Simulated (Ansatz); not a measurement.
`[SiH3]C=S` + H₂O → `OC=S` + SiH₄ at 400 K and 1 bar (formal hydrolysis of a C–Si bond).

Isolated molecules relaxed with PBE0-D4/def2-TZVP in Ansatz; ΔE leaves out vibrations. CCSD(T)/CBS is the MP2 limit (def2-TZVPP, def2-QZVPP) plus CCSD(T) − MP2 in def2-TZVPP, frozen cores. This one scheme is used for every species. Each species was taken in one conformer, which may not be the lowest.

| species | CCSD(T)/CBS energy (Eh) | H − E (kJ/mol) | S (J/(mol·K)) |
| --- | --- | --- | --- |
| `[SiH3]C=S` | -727.26865 | 130.0 | 321.6 |
| H₂O | -76.37941 | 69.8 | 198.6 |
| `OC=S` | -512.17609 | 99.5 | 276.2 |
| SiH₄ | -291.46306 | 96.9 | 218.6 |

H − E and S are ideal-gas, rigid-rotor, harmonic terms from PBE0-D4/def2-TZVP, for one conformer and one mirror image of each species. 1 Eh = 2625.50 kJ/mol, R = 8.31446 J/(mol·K).

Question: By hand: ΔE, ΔH, ΔS and ΔG.

Answer: ΔE = (-512.17609) + (-291.46306) − (-727.26865) − (-76.37941) = 0.00891 Eh = 23.4 kJ/mol. Δ(H − E) = 99.5 + 96.9 − 130.0 − 69.8 = -3.4, so ΔH = 20.0 kJ/mol. ΔS = 276.2 + 218.6 − 321.6 − 198.6 = -25.4 J/(mol·K). ΔG = 20.0 − 400 × (-25.4)/1000 = 30.2 kJ/mol.

Question: By hand: the equilibrium constant, and the temperature at which ΔG would vanish if ΔH and ΔS stayed fixed.

Answer: log₁₀ K = −ΔG/(RT ln 10) = -3.9. ΔH and −TΔS have one sign here, so there is no such temperature.

TΔS isn't small against ΔH here. A doubt of 5 kJ/mol in ΔE shifts log₁₀ K by 0.7 here. Other conformers and mirror images would add mixing entropy, several J/(mol·K) or more a flexible species. These are equilibria of isolated gas molecules and say nothing of rates. Largest T1 diagnostic: 0.018 (customary marks: 0.02 for closed shells, 0.045 for open ones).
